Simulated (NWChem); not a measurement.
# doublet [C2H6S2]+ at 5 levels

Aim: a comparison of 5 runs (U-r2SCAN/cc-pVDZ, UB3LYP/cc-pVDZ, UBHLYP/cc-pVDZ, UM06-L/cc-pVDZ, UPBE0/cc-pVDZ) of doublet [C2H6S2]+. 

The results are computed with NWChem 7.3.0.

**1. The molecule**

The species is [C2H6S2]+ (10 atoms), meant as a doublet with charge +1. As SMILES of the parent species, `CSSC`. The coordinates come from a PBE0-D4/def2-TZVP relaxation. This is one conformer, not always the lowest. That shape belongs to the parent species and isn't relaxed for this state.

Bond lengths: C1–S2 1.805 Å, S2–S3 2.027 Å, S3–C4 1.805 Å, C1–H5 1.090 Å, C1–H6 1.089 Å, C1–H7 1.093 Å, C4–H8 1.093 Å, C4–H9 1.090 Å, C4–H10 1.089 Å. Some angles: C1–S2–S3 103.4°, S2–S3–C4 103.4°, S2–C1–H5 111.3°, S2–C1–H6 110.5°, S2–C1–H7 106.2°, S3–C4–H8 106.2°, S3–C4–H9 111.3°, S3–C4–H10 110.6°, H5–C1–H6 110.3°, H5–C1–H7 109.0°.

**2. The energy at U-r2SCAN/cc-pVDZ (run 1)**

The input, c2h6s2.nw:

```
start c2h6s2
title "C2H6S2"
memory total 2200 mb
charge 1
geometry units angstrom noautosym nocenter noautoz
C     -1.051300     1.501800    -0.317200
S      0.740400     1.356700    -0.153900
S      0.967800    -0.119700     1.216900
C      0.915200    -1.624600     0.221900
H     -1.485400     0.595200    -0.738400
H     -1.506100     1.726500     0.646700
H     -1.228700     2.332500    -1.004300
H      1.095800    -2.452600     0.911400
H     -0.061400    -1.758100    -0.243200
H      1.696600    -1.608900    -0.536800
end
basis spherical bse
C library cc-pVDZ
S library cc-pVDZ
H library cc-pVDZ
end
dft
xc r2scan
mult 2
grid fine
convergence energy 1e-08
iterations 100
mulliken
print medium
end
task dft
```

Started as:

```
$ nwchem c2h6s2.nw > c2h6s2.out
```

The log of the run:

```text
[...]
          Wavefunction type:  spin polarized.
          No. of atoms     :    10
          No. of electrons :    49
[...]
          Charge           :     1
          Spin multiplicity:     2
[...]
          AO basis - number of functions:    94
[...]
              XC Information
              --------------
                      r^2SCAN Method XC Functional
               r^2SCAN metaGGA Exchange Functional  1.000
                     r^2SCAN Correlation Potential  1.000
[...]
 d= 0,ls=0.0,diis     1   -875.7379827003 -1.10D+03  3.98D-03  1.68D-01    13.3
[...]
 d= 0,ls=0.5,diis    27   -875.7856951127 -2.25D-09  3.84D-07  2.92D-08   259.6
[...]
         Total DFT energy =     -875.785695120439
      One electron energy =    -1638.268088198717
           Coulomb energy =      603.342615742364
    Exchange-Corr. energy =      -64.068803701376
 Nuclear repulsion energy =      223.208581037290
[...]
      Total Density - Mulliken Population Analysis
     ---------------------------------------------
    Atom       Charge   Shell Charges
 -----------   ------   -------------------------------------------------------
    1 C    6     6.18   2.01  0.68  0.49  2.07  0.90  0.04
    2 S   16    15.76   2.00  2.03  0.98  0.90  6.01  2.29  1.44  0.13
    3 S   16    15.76   2.00  2.03  0.98  0.90  6.01  2.29  1.44  0.13
    4 C    6     6.18   2.01  0.68  0.49  2.07  0.90  0.04
    5 H    1     0.87   0.72  0.11  0.03
    6 H    1     0.85   0.72  0.10  0.03
    7 H    1     0.85   0.72  0.09  0.03
    8 H    1     0.84   0.72  0.09  0.03
    9 H    1     0.87   0.73  0.11  0.03
   10 H    1     0.85   0.72  0.10  0.03
[...]
      <S2> =      0.7533 (Exact =     0.7500)
[...]
```

Wall time 4.5 min (1 thread of AMD EPYC 7R43 (Zen 3), shared host); peak memory 0.11 GiB.

**3. A single-point energy at UB3LYP/cc-pVDZ (run 2)**

The input, mymol.nw:

```
start mymol
title "C2H6S2"
memory 2200 mb
charge 1

geometry noautosym nocenter noautoz
 C    -1.051300    1.501800   -0.317200
 S     0.740400    1.356700   -0.153900
 S     0.967800   -0.119700    1.216900
 C     0.915200   -1.624600    0.221900
 H    -1.485400    0.595200   -0.738400
 H    -1.506100    1.726500    0.646700
 H    -1.228700    2.332500   -1.004300
 H     1.095800   -2.452600    0.911400
 H    -0.061400   -1.758100   -0.243200
 H     1.696600   -1.608900   -0.536800
end

basis "ao basis" spherical bse
 * library cc-pVDZ
end

dft
 xc b3lyp
 mult 2
 grid fine
 convergence energy 1e-08
 iterations 100
 mulliken
end

task dft energy
```

Started as:

```
$ nwchem mymol.nw > mymol.out
```

The log of the run:

```text
[...]
          Wavefunction type:  spin polarized.
          No. of atoms     :    10
          No. of electrons :    49
[...]
          Charge           :     1
          Spin multiplicity:     2
[...]
          AO basis - number of functions:    94
[...]
              XC Information
              --------------
                         B3LYP Method XC Potential
                     Hartree-Fock (Exact) Exchange  0.200
                        Slater Exchange Functional  0.800 local
                    Becke 1988 Exchange Functional  0.720 non-local
              Lee-Yang-Parr Correlation Functional  0.810
                  VWN I RPA Correlation Functional  0.190 local
[...]
 d= 0,ls=0.0,diis     1   -875.8714768063 -1.10D+03  3.50D-03  1.80D-01     9.2
[...]
 d= 0,ls=0.0,diis    12   -875.9232208837 -3.52D-09  2.44D-07  2.09D-10    91.0
[...]
         Total DFT energy =     -875.923220883699
      One electron energy =    -1638.356032387326
           Coulomb energy =      603.442361758434
    Exchange-Corr. energy =      -64.218131292097
 Nuclear repulsion energy =      223.208581037290
[...]
      Total Density - Mulliken Population Analysis
     ---------------------------------------------
    Atom       Charge   Shell Charges
 -----------   ------   -------------------------------------------------------
    1 C    6     6.14   2.01  0.68  0.46  2.09  0.86  0.04
    2 S   16    15.75   2.00  2.03  1.01  0.85  6.01  2.30  1.43  0.12
    3 S   16    15.75   2.00  2.03  1.01  0.85  6.01  2.30  1.43  0.12
    4 C    6     6.14   2.01  0.68  0.46  2.09  0.86  0.04
    5 H    1     0.89   0.73  0.13  0.03
    6 H    1     0.86   0.72  0.11  0.03
    7 H    1     0.86   0.72  0.11  0.03
    8 H    1     0.86   0.72  0.11  0.03
    9 H    1     0.89   0.73  0.13  0.03
   10 H    1     0.86   0.72  0.11  0.03
[...]
      <S2> =      0.7538 (Exact =     0.7500)
[...]
```

It took 92 s on 1 thread of AMD EPYC 7R43 (Zen 3), shared host; peak memory 0.12 GiB.

Runs 3 to 4 aren't shown in full; the table further down has their settings and results.

**4. The energy at UPBE0/cc-pVDZ (run 5)**

The input, mymol.xyz:

```xyz
10
C2H6S2
C     -1.051300     1.501800    -0.317200
S      0.740400     1.356700    -0.153900
S      0.967800    -0.119700     1.216900
C      0.915200    -1.624600     0.221900
H     -1.485400     0.595200    -0.738400
H     -1.506100     1.726500     0.646700
H     -1.228700     2.332500    -1.004300
H      1.095800    -2.452600     0.911400
H     -0.061400    -1.758100    -0.243200
H      1.696600    -1.608900    -0.536800
```

The input, mymol.nw:

```
start mymol
title "C2H6S2"
memory stack 880 mb heap 220 mb global 1100 mb
charge 1
geometry units angstroms noautosym nocenter noautoz
   load mymol.xyz
end
basis spherical bse
   * library cc-pVDZ
end
dft
   xc pbe0
   mult 2
   grid fine
   convergence energy 1e-08
   maxiter 100
   mulliken
end
task dft energy
```

Started as:

```
$ nwchem mymol.nw > mymol.out
```

The log of the run:

```text
[...]
          Wavefunction type:  spin polarized.
          No. of atoms     :    10
          No. of electrons :    49
[...]
          Charge           :     1
          Spin multiplicity:     2
[...]
          AO basis - number of functions:    94
[...]
              XC Information
              --------------
                         PBE0 Method XC Functional
                     Hartree-Fock (Exact) Exchange  0.250
          PerdewBurkeErnzerhof Exchange Functional  0.750
            Perdew 1991 LDA Correlation Functional  1.000 local
           PerdewBurkeErnz. Correlation Functional  1.000 non-local
[...]
 d= 0,ls=0.0,diis     1   -875.4644308165 -1.10D+03  3.48D-03  1.63D-01     9.8
[...]
 d= 0,ls=0.0,diis    12   -875.5130420266 -1.42D-09  2.67D-07  1.28D-10    89.2
[...]
         Total DFT energy =     -875.513042026550
      One electron energy =    -1638.297502128953
           Coulomb energy =      603.375994246432
    Exchange-Corr. energy =      -63.800115181320
 Nuclear repulsion energy =      223.208581037290
[...]
      Total Density - Mulliken Population Analysis
     ---------------------------------------------
    Atom       Charge   Shell Charges
 -----------   ------   -------------------------------------------------------
    1 C    6     6.21   2.01  0.67  0.50  2.08  0.92  0.04
    2 S   16    15.75   2.00  2.03  0.99  0.87  6.01  2.29  1.44  0.13
    3 S   16    15.75   2.00  2.03  0.99  0.87  6.01  2.29  1.44  0.13
    4 C    6     6.21   2.01  0.67  0.50  2.08  0.92  0.04
    5 H    1     0.86   0.72  0.11  0.03
    6 H    1     0.84   0.71  0.10  0.03
    7 H    1     0.84   0.71  0.10  0.03
    8 H    1     0.84   0.71  0.10  0.03
    9 H    1     0.86   0.72  0.11  0.03
   10 H    1     0.84   0.71  0.10  0.03
[...]
      <S2> =      0.7549 (Exact =     0.7500)
[...]
```

Wall time 90 s (1 thread of AMD EPYC 7R43 (Zen 3), shared host); peak memory 0.12 GiB.

**5. The series**

| run | level | energy (Eh) | HOMO energy (eV) | LUMO energy (eV) | ⟨S²⟩ | wall time |
| --- | --- | --- | --- | --- | --- | --- |
| 1 | U-r2SCAN/cc-pVDZ | -875.785695 | -11.98 | -11.71 | 0.753 | 4.5 min |
| 2 | UB3LYP/cc-pVDZ | -875.923221 | -12.62 | -11.10 | 0.754 | 92 s |
| 3 | UBHLYP/cc-pVDZ | -875.824837 | – | – | 0.760 | 95 s |
| 4 | UM06-L/cc-pVDZ | -875.874684 | -12.06 | -11.84 | 0.752 | 4 min |
| 5 | UPBE0/cc-pVDZ | -875.513042 | -12.83 | -10.94 | 0.755 | 90 s |

**6. Results**

| quantity | value |
| --- | --- |
| run 5: total energy | -875.51304 Eh |
| run 5: HOMO energy (highest over α and β) | -12.83 eV |
| run 5: LUMO energy (lowest over α and β) | -10.94 eV |
| run 5: ⟨S²⟩ | 0.755 |

In words: Totals of different functionals can't be ranked against each other. All runs together took 13 min, the longest 4.5 min.
